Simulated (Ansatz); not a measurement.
We consider double-hcp La, described by r²SCAN-D4 (Ansatz, an electronic-structure program, plane waves, PAW).

Run with plane-wave cutoff 500 eV, 24×24×6 k mesh (along the axes of the cell as run), Fermi–Dirac smearing 0.1 eV, scalar-relativistic PAW data made under PBE.

Computed at the level's own relaxed cell.

**Question.** Estimate the equilibrium volume per atom, equilibrium lattice constant a and c axis length that the calculation returns.

**Answer.** 
equilibrium volume per atom: 36.84 Å³/atom
equilibrium lattice constant a: 3.765 Å
c axis length: 12.006 Å

Measured, for comparison: lattice constant a 3.774 Å, lattice parameter c 12.171 Å (293 K, no zero-point or thermal correction; as tabulated in Wikipedia's data pages). Computed (rounded) less measured: lattice constant a -0.2 %, lattice parameter c -1.4 %. A static lattice is as a rule a little smaller and stiffer than an uncorrected measurement, which narrows the difference in the lattice parameter c and would widen misses of the other sign.

Spin–orbit coupling is not included.

Static lattice: no zero-point or thermal effects.

It cost roughly 10 core-minutes of CPU time.
